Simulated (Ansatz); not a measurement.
Results of PBE in Ansatz (plane waves, PAW) for fcc Ir.

Numerical settings: plane-wave cutoff 520 eV, 20×20×20 k mesh, Fermi–Dirac smearing 0.1 eV, perturbation theory, no spin polarisation, scalar-relativistic PAW data made under PBE.

Computed at the level's own relaxed cell.

Harmonic phonon frequencies (cm⁻¹; i marks an imaginary mode):

```json
[
 {"q point": "X", "frequencies": "139 139 183"},
 {"q point": "L", "frequencies": "110 110 191"},
 {"q point": "W", "frequencies": "153 157 157"}
]
```

No imaginary mode appears at these points.

Ansatz is a program for electronic structure.
